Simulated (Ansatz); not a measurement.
A calculation on HgS (P3₂21, No. 154) returned lattice constant a 4.036 Å, lattice parameter c 9.284 Å, equilibrium volume per atom 21.83 Å³/atom.

For reference: equilibrium volume per atom 23.55 Å³/atom (measured, temperature not stated, not corrected to a static lattice, from a published cell, pressure not stated; as tabulated in P. Auvray and F. Genet, Bulletin de la Societe Francaise de Mineralogie et de Cristallographie 96, 218 (1973)).

Problem. Which level of theory produced these numbers?
A. PBE-D4 (Ansatz, a program for electronic structure)
B. LDA (Ansatz)
C. PBE+SOC (Ansatz)
D. PBEsol+SOC (Ansatz)

Solution. B, LDA (Ansatz)

The others give: PBEsol+SOC 4.139 Å, 9.377 Å, 23.19 Å³/atom; PBE+SOC 4.487 Å, 9.741 Å, 28.31 Å³/atom; PBE-D4 4.165 Å, 9.508 Å, 23.81 Å³/atom.

Unless a cell is named, each level is at its own relaxed cell (LDA 21.83, PBE+SOC 28.28, PBE-D4 23.81, PBEsol+SOC 23.20 Å³/atom).

Caveats: the cell is over a tenth larger than the published one: the level's own overestimate first of all, though another phase or state, or a fault of the published cell, is possible (PBE+SOC). Ansatz's density-functional and Hartree–Fock values are scalar-relativistic unless marked +SOC, with PAW data made under PBE.
